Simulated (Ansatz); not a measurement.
Reaction (isomerisation): `CC1=NC1` → `NC1C=C1`

Calculated with Ansatz (gas phase, PBE0-D4/def2-TZVP geometries, no zero-point term in ΔE). CCSD(T)/CBS adds triple-zeta CCSD(T) − MP2 to the extrapolated MP2 energy (def2 sets, frozen cores). DFT in def2-TZVPP. B3LYP here is the variant with VWN-RPA as its local correlation; programs differ in this. HSE06 is defined as in plane-wave codes. Each species was taken in one conformer, which may not be the lowest.

```csv
level,ΔE (kJ/mol),difference from CCSD(T)/CBS
B97M-V,85.2,7.9
PBE0-D4,78.3,1.0
HSE06-D4,78.4,1.1
BHLYP-D4,79.9,2.6
ωB97X-V,83.5,6.2
BLYP,87.2,9.9
B3LYP,83.4,6.1
HSE06,78.9,1.6
BHLYP,80.6,3.3
RPA@PBE/def2-TZVPP,92.3,15.0
HF/def2-SVP,84.9,7.6
CCSD(T)/def2-SVP,94.1,16.8
HF/def2-TZVPP,86.6,9.3
CCSD(T)/def2-TZVPP,85.1,7.8
SCS-MP2/def2-QZVPP,83.5,6.2
CCSD/CBS(def2),76.1,-1.2
CCSD(T)/CBS,77.3,0
```

Largest T1 diagnostic among the species: 0.011.

At CCSD(T), def2-SVP lies +16.8 kJ/mol from the extrapolated value and def2-TZVPP +7.8 kJ/mol. From r2SCAN to r2SCAN0 (25 % exact exchange), in def2-TZVPP and without D4, ΔE moves by −3.9 kJ/mol.
